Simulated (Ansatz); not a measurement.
**CH₂Cl+: functionals against CCSD(T) at one geometry**

The atoms stand at a frame of a short trajectory. How far do the functionals agree with CCSD(T) there?

Method: single points in def2-TZVPP; program: Ansatz 0.2.0, Gaussian basis.

Cores are frozen in the correlated methods.

**1. The starting structure**

4 atoms, charge 1, spin multiplicity 1.

Atoms are counted from 1 here; the program's logs count them from 0.

Bond lengths: C1–Cl2 1.557 Å, C1–H3 1.115 Å, C1–H4 1.081 Å. Angles: Cl2–C1–H3 115.6°, Cl2–C1–H4 112.4°, H3–C1–H4 129.2°.

Coordinates:

```xyz
4
CH2Cl
C    -0.0803   -0.0220   -0.0645
Cl    1.3229    0.1359    0.5927
H    -0.6417   -0.9441    0.2134
H    -0.4531    0.9088   -0.4696
```

**2. PBE-D4/def2-TZVPP**

The input, run/in.yaml:

```yaml
crystal:
  periodic: [false, false, false]
  atoms:
    - {symbol: C, position_ang: [-0.080261, -0.021952, -0.064537]}
    - {symbol: Cl, position_ang: [1.322901, 0.135891, 0.592703]}
    - {symbol: H, position_ang: [-0.641716, -0.944086, 0.213439]}
    - {symbol: H, position_ang: [-0.453098, 0.908766, -0.469574]}
basis:
  gaussian: {orbitals: def2-TZVPP}
total_charge: 1
hamiltonian: {xc: pbe, dispersion: d4}
output: {forces: true}
```

Launch:

```bash
$ ansatz run in.yaml --threads 2 --pin off --events-out ev --progress --plain --max-ram 3481MiB
```

**3. r2SCAN-D4/def2-TZVPP**

Changes to run/in.yaml since step 2:

```diff
@@ -10,3 +10,3 @@
 total_charge: 1
-hamiltonian: {xc: pbe, dispersion: d4}
+hamiltonian: {xc: r2scan, dispersion: d4}
 output: {forces: true}
```

**4. PBE0-D4/def2-TZVPP**

Changes to run/in.yaml since step 3:

```diff
@@ -10,3 +10,3 @@
 total_charge: 1
-hamiltonian: {xc: r2scan, dispersion: d4}
-output: {forces: true}
+hamiltonian: {xc: pbe0, dispersion: d4}
+output: {forces: true, orbitals: {seedname: orbitals}}
```

**5. wB97M-V/def2-TZVPP**

Changes to run/in.yaml since step 4:

```diff
@@ -10,3 +10,3 @@
 total_charge: 1
-hamiltonian: {xc: pbe0, dispersion: d4}
-output: {forces: true, orbitals: {seedname: orbitals}}
+hamiltonian: {xc: {name: wB97M-V}}
+output: {forces: true}
```

**6. CCSD(T)/def2-TZVPP**

Changes to run/in.yaml since step 5:

```diff
@@ -10,3 +10,3 @@
 total_charge: 1
-hamiltonian: {xc: {name: wB97M-V}}
+correlation: {method: ccsd_t}
 output: {forces: true}
```

(Steps that only read results are left out.)

What does the calculation give? Wanted: energy less free atoms, CCSD(T)/def2-TZVPP; RMS force component; RMS force error; HOMO and LUMO, PBE0-D4; T1 diagnostic.

As calculated:

```
                                  quantity                                                             value
energy less free atoms, CCSD(T)/def2-TZVPP                                                     -328.4 kJ/mol
                       RMS force component                              0.868 to 0.994 eV/Å over the methods
                           RMS force error  PBE-D4 0.156, r2SCAN-D4 0.094, PBE0-D4 0.198, wB97M-V 0.161 eV/Å
                    HOMO and LUMO, PBE0-D4                                              -16.76 and -11.22 eV
                             T1 diagnostic                                                             0.022
```

Against CCSD(T) the functionals' energies less atoms differ by -67.1 to -28.7 kJ/mol, PBE-D4 by -67.1 kJ/mol. CCSD(T) in triple zeta still lacks some correlation energy of the bonds, so part of these gaps is its own basis error and they don't rank the functionals. On forces the order runs from r2SCAN-D4 to PBE0-D4. Frozen-core CCSD(T) forces in triple zeta carry basis errors of their own, and this is one geometry, so small gaps rank nothing.
